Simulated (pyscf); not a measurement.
Single points on ωB97X-D3(BJ)/def2-SVP structures (PySCF, gas phase).

Question: Estimate by transition-state theory (the high-pressure limit) the rate constant of H₃Si–SiH(SiH₃)–GeH(SiH₃)–SiH₃ → H₃Si–Ge:–Si(SiH₃)(SiH₃)–SiH₃ [singlet] + H₂ (singlet surface; H–Si, Ge–Si, Ge–H broken, Si–Si, H–H formed) at 900 K, with ωB97M-D3(BJ)/def2-TZVP energies (ideal gas, 1 atm, RRHO with modes under 100 cm⁻¹ raised to 100, one conformer, R ln 2 for rigid chiral ones; no tunnelling).

Answer: The electronic barrier is 63.5 kcal/mol and the thermal terms add +2.4, so ΔG‡ = 65.9 kcal/mol. With k_BT/h = 1.88e+13 s⁻¹ and RT = 1.788 kcal/mol, k = 1.8e-03 s⁻¹, a half-life of 3.8e+02 s through this channel alone. Wigner's tunnelling factor for 1048i cm⁻¹ would be 1.12. A shift of 1 kcal/mol in the barrier changes k by a factor 1.7. On the product side the descent ends in an adduct with a Ge–Si contact (not fully relaxed), 1.4 kcal/mol under the separated species and 29.8 kcal/mol under the saddle at ωB97X-D3(BJ)/def2-TZVP. What is counted as broken (Ge–Si) persists as a longer contact in the product adduct; parting that adduct is a step of its own. At the saddle there is also a short H–Si contact that neither side keeps. At ωB97X-D3(BJ) the barrier from the zero used here is 66.2 kcal/mol. One saddle was located; it need not be the lowest between these sides. Elements up to Kr have no core potential and no relativistic terms here.
